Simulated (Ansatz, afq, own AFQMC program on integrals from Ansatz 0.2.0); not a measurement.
CHOP, singlet in cc-pVDZ, levels against CCSDT(Q)

```
atom   x (Å)    y (Å)    z (Å)
   O  0.0000   0.0189   1.7341
   C  0.0000   0.0338   0.5856
   P  0.0000  -0.0670  -1.0874
   H  0.0000   1.3572  -1.0865
```

Connectivity, by distances: O–C–PH.

Basis cc-pVDZ. Noble-gas cores (and the filled d shells of Ga–Kr and In–Xe) are frozen. AFQMC by an in-house program on the Cholesky factors that Ansatz 0.2.0 writes for its CCSD(T) run. ph-AFQMC/CISD is guided by a CISD state made of CCSD amplitudes; releasing the constraint for a short imaginary time cuts its bias at the price of noise, slowly where states lie close. Uncertainties: one standard error, sampling alone.

Determinant: RHF, the one that the program's search chose, which needn't be the lowest solution. The geometry is a PBE0/def2-TZVP stationary point of this or a neighbouring charge and spin state.

No full CI on the walks' own integrals is used here; CCSDT(Q) serves as the reference and is uncertain by about the last step of the cluster series.

```
T1 diagnostic                               : 0.0198
weight of the determinant in the CISD state : 0.834
size of the correlated space                : 16 electrons in 44 orbitals
```

```json
{"level": "MP2", "correlation energy (eV)": "-11.5104"}
{"level": "CCSD", "correlation energy (eV)": "-11.9266"}
{"level": "CCSD(T)", "correlation energy (eV)": "-12.4514"}
```

**Question.** Estimate where AFQMC with the constraint released lies against CCSD(T) on the same integrals.

**Answer.** 9.8 ± 5.6 kJ/mol below CCSD(T). The gap is under twice the noise, so this walk alone can't tell the two apart.

Reference: CCSDT(Q), correlation energy -12.529 eV. The released energy is read at 2.40 1/Eh (meV from the phaseless value at times in 1/Eh: 33 ± 25 at 0.24, 18 ± 30 at 0.51, -30 ± 33 at 0.99, -31 ± 49 at 1.62, -48 ± 58 at 2.40).

```csv
level,E − E(reference) (kJ/mol),share of correlation (%)
CCSD(T),7.4,99.38
CCSDT,5.2,99.57
ph-AFQMC/HF,-26.1 ± 10.7,102.16
ph-AFQMC/CISD,2.3 ± 3.0,99.81
released AFQMC,-2.3 ± 5.6,100.19
```

A walk keeps the symmetry of its determinant, which the program's search chose and which needn't be the lowest solution, so a lower state of the same spin and another symmetry isn't excluded. Released energies are given only where the last usable release times agree within the noise; a slower fall can still hide under it.
